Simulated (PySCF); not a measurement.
Homolysis of single bonds, series C Cl-H. All species are isolated molecules in the gas phase. Strings in code marks are SMILES.

The dipole moment from two functionals at the same geometries (PBE0-D3(BJ)/def2-TZVP), both in PySCF: PBE-D3(BJ)/def2-TZVP and TPSSh-D3(BJ)/def2-TZVP. 

```tsv
species	PBE-D3(BJ)/def2-TZVP (D)	TPSSh-D3(BJ)/def2-TZVP (D)
whole molecule (`ClC(Cl)(Cl)Cl`)	0.00	0.00
radical fragment (`Cl[C](Cl)Cl`)	0.20	0.15
radical fragment (`[CH](Cl)Cl`)	0.80	0.90
radical fragment (`[CH2]Cl`)	0.89	1.05
whole molecule (`CCl`)	1.84	1.92
whole molecule (`C`)	0.00	0.00
```

Over these rows, drawn at random from the members with no instability flagged (it was tested for open shells, ions and some series alone), PBE minus TPSSh-D3(BJ): mean -0.05 D, from -0.16 D to +0.05 D.
